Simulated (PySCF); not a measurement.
CH3F. Atoms are numbered in the order given.

```xyz
5

C      0.0000     0.0000     0.6348
F      0.0000     0.0000    -0.7523
H      0.8952     0.5169     0.9873
H     -0.8952     0.5169     0.9873
H      0.0000    -1.0337     0.9873
```
Charge 0, spin multiplicity 1.

Geometry optimised at r2SCAN-D4/def2-TZVP.

All values below come from PySCF with HF/def2-TZVPD.

Mulliken values depend strongly on the basis, most of all with diffuse functions as here. Atomic charges (e):

| atom | Mulliken | meta-Löwdin |
|---|---|---|
| C1 | -0.04 | 0.06 |
| F2 | -0.32 | -0.37 |
| H3 | 0.12 | 0.10 |
| H4 | 0.12 | 0.10 |
| H5 | 0.12 | 0.10 |
